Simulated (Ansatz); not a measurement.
# AlFH₃P: basis-set convergence

One table from this session's results is given with a row withheld; the runs are named, their logs left out.

Program: Ansatz 0.2.0, Gaussian basis. Level of theory: one geometry, several basis sets. These are calculated values, not measurements.

The runs, in order: PBE0-D4/def2-SVP; ωB97M-V/def2-SVP; PBE0-D4/def2-QZVPP; ωB97M-V/def2-QZVPP; the functionals' def2-TZVPP values are taken from earlier runs.

### The relaxed structure

All runs share one geometry, relaxed beforehand with PBE0-D4 in a triple-zeta def2 set.

SMILES `[F][AlH][PH2]`, 6 atoms, charge 0, spin multiplicity 1.

Atoms are counted from 1 here; the program's logs count them from 0.

Bond lengths: F1–Al2 1.651 Å, Al2–P3 2.314 Å, Al2–H4 1.578 Å, P3–H5 1.422 Å, P3–H6 1.421 Å. Angles: F1–Al2–P3 117.2°, F1–Al2–H4 117.2°, P3–Al2–H4 125.4°, Al2–P3–H5 91.6°, Al2–P3–H6 92.0°, H5–P3–H6 94.4°.

Coordinates:

```
F    -1.5385   -1.2943    0.9387
Al   -0.4794   -0.7906   -0.2239
P     1.2472    0.5963    0.4453
H    -0.6789   -1.3665   -1.6791
H     1.1258    1.3811   -0.7348
H     0.3658    1.4100    1.2078
```

The first run:

in.yaml reads:

```yaml
crystal:
  periodic: [false, false, false]
  atoms:
    - {symbol: F, position_ang: [-1.538455, -1.294297, 0.938669]}
    - {symbol: Al, position_ang: [-0.479445, -0.790567, -0.223911]}
    - {symbol: P, position_ang: [1.247196, 0.596294, 0.445253]}
    - {symbol: H, position_ang: [-0.678858, -1.366517, -1.679058]}
    - {symbol: H, position_ang: [1.125754, 1.381103, -0.734839]}
    - {symbol: H, position_ang: [0.365808, 1.409984, 1.207786]}
basis:
  gaussian: {orbitals: def2-SVP}
hamiltonian: {xc: pbe0, dispersion: d4}
output: {orbitals: {seedname: orbitals}}
```

On the command line:

```sh
> ansatz run in.yaml --threads 2 --pin off --events-out ev --progress --plain --max-ram 4352MiB
```

Among the steps run: PBE0-D4 in def2-SVP; ωB97M-V in def2-SVP; PBE0-D4 in def2-QZVPP; ωB97M-V in def2-QZVPP.

One of the session's tables, all rows but one given; the rest of the session is left out.

It belongs to the step «Density functionals: the series». 

| functional | basis | HOMO (eV) |
| --- | --- | --- |
| PBE0-D4 | def2-SVP | -7.55 |
| PBE0-D4 | def2-TZVPP | -7.61 |
| PBE0-D4 | def2-QZVPP | -7.62 |
| ωB97M-V | def2-SVP | -9.54 |
| ωB97M-V | def2-TZVPP | ? |
| ωB97M-V | def2-QZVPP | -9.66 |

**Question.** Estimate the row for ωB97M-V, def2-TZVPP.

As computed: HOMO (eV): -9.64. In the column «HOMO (eV)» it lies between ωB97M-V, def2-QZVPP (-9.66) and ωB97M-V, def2-SVP (-9.54).
